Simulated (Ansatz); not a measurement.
Reaction (atomization): `CO/C(C)=C\F` → 4 C• + F• + 7 H• + O•

Computed with Ansatz on PBE0-D4/def2-TZVP structures; ΔE is electronic, products minus reactants. CCSD(T)/CBS adds triple-zeta CCSD(T) − MP2 to the extrapolated MP2 energy (def2 sets, frozen cores). This one scheme is used for every species, atoms too. DFT in def2-TZVPP. Open shells (•) are unrestricted, without spin–orbit coupling. Spin–orbit coupling would lower the free atoms: a little for C, F, O. Each species was taken in one conformer, which may not be the lowest.

`CO/C(C)=C\F`:

Cartesian coordinates in Å:
```
C -0.086 0.153 1.958
O 0.690 0.092 0.775
C 0.083 -0.033 -0.422
C 1.081 -0.058 -1.527
C -1.217 -0.130 -0.698
F -2.209 -0.122 0.216
H 0.627 0.262 2.773
H -0.667 -0.761 2.100
H -0.762 1.011 1.946
H 0.596 -0.161 -2.497
H 1.774 -0.892 -1.389
H 1.669 0.864 -1.523
H -1.580 -0.226 -1.711
```

```
             level  ΔE (kcal/mol)  difference from CCSD(T)/CBS
           ωB97X-V         1256.1                          2.8
            B2PLYP         1243.2                        -10.1
              PBE0         1259.4                          6.1
     HF/def2-TZVPP          905.7                       -347.6
SCS-MP2/def2-TZVPP         1237.0                        -16.3
CCSD(T)/def2-TZVPP         1222.9                        -30.4
    MP2/def2-QZVPP         1266.0                         12.7
SCS-MP2/def2-QZVPP         1256.8                          3.5
     MP2/CBS(def2)         1278.4                         25.1
    CCSD/CBS(def2)         1233.0                        -20.3
       CCSD(T)/CBS         1253.3                            0
```

Largest T1 diagnostic among the species: 0.012.

From PBE to PBE0 (25 % exact exchange), in def2-TZVPP and without D4, ΔE moves by −28.5 kcal/mol: exact exchange takes away binding that semilocal exchange gives to molecules. In def2-TZVPP, CCSD(T) changes the Hartree–Fock value by +317.2 kcal/mol (the triples alone add +20.2 kcal/mol) and MP2 by +342.3 kcal/mol; breaking electron pairs costs correlation energy, which Hartree–Fock lacks. The D4 term adds +8.6 kcal/mol with B3LYP and +4.5 kcal/mol with PBE0; it sums over pairs of atoms, weighted by their polarisabilities, and B3LYP, whose exchange is more repulsive, gets the larger term.

B3LYP here is the variant with VWN-RPA as its local correlation; programs differ in this.

For atomizations the MP2-based limit and the directly extrapolated one differ by several kJ/mol either way, and by 10 to 25 for some Ge, Se and Sn compounds, so smaller differences from it don't rank the levels.
